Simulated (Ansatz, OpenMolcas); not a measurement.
# Si2H5Cl (SMILES [SiH3][SiH2]Cl): the HOMO–LUMO gap, rung by rung

Si2H5Cl has 8 atoms, charge 0, and is taken as a singlet. SMILES: `[SiH3][SiH2]Cl`. The coordinates come from a PBE0-D4/def2-TZVP relaxation.

Each level gives the HOMO–LUMO gap (eV). The values are calculated.

```
          level                    kind     program  value (eV)  CPU time
     HF/cc-pVDZ            Hartree–Fock      Ansatz       13.98     3.2 s
  SVWN5/cc-pVDZ                     LDA  OpenMolcas        5.60      39 s
   TPSS/cc-pVDZ                meta-GGA  OpenMolcas        6.11      63 s
 r2SCAN/cc-pVDZ                meta-GGA      Ansatz        6.32      12 s
  B3LYP/cc-pVDZ           global hybrid  OpenMolcas        7.44      53 s
r2SCAN0/cc-pVDZ         hybrid meta-GGA      Ansatz        8.14      13 s
  HSE06/cc-pVDZ  range-separated hybrid      Ansatz        7.04     8.7 s
 B2PLYP/cc-pVDZ           double hybrid      Ansatz       10.14      11 s
```

The values span 5.60 to 13.98 eV. Orbital gaps aren't excitation energies, and those of double hybrids come from the SCF part alone; they tend to grow with the share of exact exchange. CPU times are rough (shared hosts, several kinds of processor and program).
